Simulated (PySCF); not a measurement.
## FSN: calculation against measurement

Isolated FSN, optimised in PySCF with density fitting and no spin–orbit coupling; def2 sets carry scalar-relativistic core potentials from Rb on. All levels below give a singlet of Cs symmetry: PBE0/def2-TZVP S–F 1.642 Å, S–N 1.436 Å, F–S–N 116.3°; PBE/def2-TZVP S–F 1.693 Å, S–N 1.455 Å, F–S–N 117.2°.

Counting electrons, sulfur keeps 2 of its valence electrons outside its bonds, so the VSEPR class is AX2E1 and the expected shape is bent; with unlike ligands the computed point group is Cs.

The measured dipole moment is 1.902 D (NIST CCCBDB Release 22 (SRD 101), experimental dipoles). What do the calculations give?

PBE0/def2-TZVP 1.94 D, PBE/def2-TZVP 1.84 D. The measured value is a vibrational average, and the basis lacks diffuse functions.
